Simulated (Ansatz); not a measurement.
Saddle point of CH$_{5}$BO, singlet (CH₅BO ([BH2][O][CH3]) → CH₂O ([CH2][O]) + BH₃ (still joined by a long B–O bond); bonds formed: B1–H4; bonds broken: C3–H4; bonds weakened to dative contacts: B1–O2), PBE0-D4/def2-TZVP structure:

```
atom    x (Å)    y (Å)    z (Å)
  B1  -0.9329   0.1295   0.3755
  O2  -0.0670  -0.4987  -0.9785
  C3   1.0285  -0.2210  -0.4943
  H4  -0.1712   0.9685   0.8509
  H5  -1.7999   0.6915  -0.2348
  H6  -1.1584  -0.8174   1.0745
  H7   1.7592   0.3614  -1.0750
  H8   1.3418  -0.6135   0.4817
```

Energies are electronic, without zero-point energy. Barriers and step energies count from the start structure reached by relaxing down the imaginary mode; all methods use the PBE0-D4 structures, on which another method's saddle can fall below an end. Computed with Ansatz 0.2.0 (basis: def2-TZVPP, with def2-QZVPP for the basis limit); correlated methods freeze the cores. B3LYP uses VWN-RPA correlation. Extrapolation: Hartree–Fock as exp(−7.88 √X), correlation as X^−2.97.

```tsv
method	barrier (eV)	step energy (eV)
SPW92	?	1.880
PBE-D4	2.411	1.823
BLYP-D4	2.442	1.815
r2SCAN-D4	2.522	1.929
B97M-V	2.579	1.933
PBE0-D4	?	1.985
B3LYP-D4	2.598	1.952
r2SCAN0-D4	2.658	2.046
BHLYP-D4	2.773	2.099
CAM-B3LYP-D4	2.701	2.025
wB97X-V	2.643	2.014
wB97M-V	2.607	1.989
B2PLYP	2.634	1.978
PBE-QIDH	2.695	2.060
RPA on PBE	?	1.947
HF	2.863	2.167
MP2	2.670	2.006
CCSD	2.696	2.005
CCSD(T)	2.621	1.948
```

(1) Fill in the withheld barriers. (An estimate is asked for; the value comes from the calculation.)

The T1 diagnostic stays at or below 0.020.

Answers

(1) By the calculation: SPW92 2.495; RPA on PBE 2.576; PBE0-D4 2.593 eV. Each is the energy of the saddle less that of the start structure, by the same method.

For comparison, the barrier by CCSD(T) at an estimated basis limit (MP2 extrapolated from triple and quadruple zeta, plus CCSD(T) − MP2 in triple zeta) is 2.668 eV.

Labels in which every atom is bracketed show which atoms are joined, not bond orders.

For scale, one of the runs: CCSD(T)/def2-TZVPP, 163 basis functions, launched by `ansatz run in.yaml --threads 2 --pin off --events-out ev --progress --plain --max-ram 4352MiB`. Hardware: 2 CPU threads of an Arm Neoverse V2, shared host. Wall time 18 s; peak host memory 1.3 GiB.
